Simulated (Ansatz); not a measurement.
# C2H8N2O: the cost of one run

Method: RKS PBE-D4/STO-3G, in Ansatz 0.2.0.

**1. The system as given**

Bond lengths: N1–C2 1.378 Å, C2–O3 1.390 Å, O3–C4 1.493 Å, C4–N5 1.379 Å, N1–H6 1.046 Å, N1–H7 1.048 Å, C2–H8 1.063 Å, C2–H9 1.055 Å, C4–H10 1.053 Å, C4–H11 1.151 Å, N5–H12 1.008 Å, N5–H13 1.065 Å. Angles (14 of 19 angles, heavy atoms first): N1–C2–O3 106.9°, C2–O3–C4 112.6°, O3–C4–N5 108.8°, N1–C2–H8 111.6°, N1–C2–H9 110.5°, O3–C2–H8 109.1°, O3–C2–H9 109.8°, C2–N1–H6 111.1°, C2–N1–H7 108.5°, O3–C4–H10 109.0°, O3–C4–H11 104.3°, N5–C4–H10 114.5°, N5–C4–H11 111.4°, C4–N5–H12 109.0°.

Structure file:

```xyz
13

N    -2.0101    0.3426   -1.0575
C    -1.0338   -0.4874   -0.5518
O    -0.0472    0.3298   -0.0129
C     1.1079   -0.4460    0.5282
N     2.0281    0.4356    1.0558
H    -1.6034    1.0380   -1.7251
H    -2.3232    0.9904   -0.2955
H    -1.4163   -1.1219    0.2111
H    -0.6230   -1.0843   -1.3192
H     1.4867   -1.0715   -0.2301
H     0.6465   -1.1101    1.3466
H     2.3115    1.0828    0.3367
H     1.4967    1.0674    1.7284
```

**2. Preparing the start**

input.yaml

```yaml
crystal:
  periodic: [false, false, false]
  atoms:
    - { symbol: "N", position_ang: [-2.0101, 0.3426, -1.0575] }
    - { symbol: C, position_ang: [-1.0338, -0.4874, -0.5518] }
    - { symbol: O, position_ang: [-0.0472, 0.3298, -0.0129] }
    - { symbol: C, position_ang: [1.1079, -0.446, 0.5282] }
    - { symbol: "N", position_ang: [2.0281, 0.4356, 1.0558] }
    - { symbol: H, position_ang: [-1.6034, 1.038, -1.7251] }
    - { symbol: H, position_ang: [-2.3232, 0.9904, -0.2955] }
    - { symbol: H, position_ang: [-1.4163, -1.1219, 0.2111] }
    - { symbol: H, position_ang: [-0.623, -1.0843, -1.3192] }
    - { symbol: H, position_ang: [1.4867, -1.0715, -0.2301] }
    - { symbol: H, position_ang: [0.6465, -1.1101, 1.3466] }
    - { symbol: H, position_ang: [2.3115, 1.0828, 0.3367] }
    - { symbol: H, position_ang: [1.4967, 1.0674, 1.7284] }
basis:
  gaussian: { orbitals: STO-3G }
hamiltonian:
  xc: pbe
  dispersion: d4
relax:
  f_tol: 0.02
  max_steps: 40
scf:
  lower_state_search: "off"
```

Command:

```bash
> ansatz run input.yaml --threads 1 --pin off --max-ram 2048MiB --backend cpu --events-out ev --progress --plain --runs-dir out
```

**Question.** How long does this run take on 1 thread of Intel Xeon 6975P-C (Granite Rapids), shared host, and how much memory does it need?

About 8.1 s, with a peak of 0.12 GiB.
